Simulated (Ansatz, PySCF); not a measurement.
This Ansatz (a program for electronic structure) input computes a PBE/def2-TZVPD energy:

Ansatz 0.2 input:
```yaml
crystal:
  periodic: [false, false, false]
  atoms:
    - {symbol: Al, position_ang: [-0.00224844, 0.48080362, 0.00489246]}
    - {symbol: F, position_ang: [1.43233011, -0.34050959, -0.00814095]}
    - {symbol: F, position_ang: [-1.42908236, -0.35398453, 0.00107407]}
basis:
  gaussian:
    orbitals: def2-TZVPD
hamiltonian:
  xc: {name: PBE}
magnetization: {spin_polarized: true, initial_magnetization: 1}
output: {forces: true}
```

Write an input for the same energy in PySCF and say what it gives.


```python
from pyscf import gto, scf, dft

mol = gto.M(
    atom='''
    Al   -0.00224844    0.48080362    0.00489246
    F     1.43233011   -0.34050959   -0.00814095
    F    -1.42908236   -0.35398453    0.00107407
    ''',
    basis='def2-tzvpd',
    charge=0,
    spin=1,
    verbose=4,
)

mf = dft.UKS(mol, xc='pbe').density_fit(auxbasis='def2-universal-jkfit')
mf.grids.level = 3
mf.conv_tol = 1e-9
mf.max_cycle = 100
mf.max_memory = 1500
mf.kernel()
if not mf.converged:
    mf = mf.newton()
    mf.kernel(mf.make_rdm1())
for _ in range(2):
    mo, _, stable, _ = mf.stability(return_status=True)
    if stable:
        break
    mf.kernel(mf.make_rdm1(mo, mf.mo_occ))
mf.analyze()
```
It gives -442.00257 Eh, and Ansatz -442.00250 Eh, a difference of 0.07 mEh, from the treatment of integrals and grids.

It need not be the lowest isomer of its formula.
